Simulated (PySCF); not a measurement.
# LiO: from constants to spectrum

UHF-CCSD(T) constants of LiO, ²Π (doublet), unpaired electrons π ↑ (Li 6-31G(d,p), O 6-31G(d,p); no relativity (PySCF 2.14); masses 7.0160 and 15.9949 u):

```
ωe              : 846.5 cm⁻¹
ωexe            : 8.25 cm⁻¹
Be              : 1.1732 cm⁻¹
αe              : 0.0180 cm⁻¹
D (centrifugal) : 9.01e-06 cm⁻¹
De to Li + O    : 3.02 eV
```

Task: Give the vibrational terms G(v) and spacings up to v = 6.

Result: G(v) = ωe(v+½) − ωexe(v+½)².

```csv
v,G(v) (cm⁻¹),G(v) − G(v−1),Bv (cm⁻¹)
0,421,,1.164
1,1251,830,1.146
2,2065,814,1.128
3,2862,797,1.110
4,3642,780,1.092
5,4406,764,1.074
6,5154,748,1.056
```

Task: How well does the Morse estimate ωe²/(4ωexe) reproduce De, and what is D0?

Result: It gives 2.69 eV, 89 % of the computed De. D0 = De − G(0) = 3.02 − 0.05 = 2.97 eV.

Correlated steps freeze 1 core orbital. Correlated levels converge slowly with the basis: in double zeta they bind strong bonds too weakly, by up to about 1 eV, and carry superposition errors of some tenths. The state is the lowest determinant that a PBE0 search found; another state may lie lower at other levels.
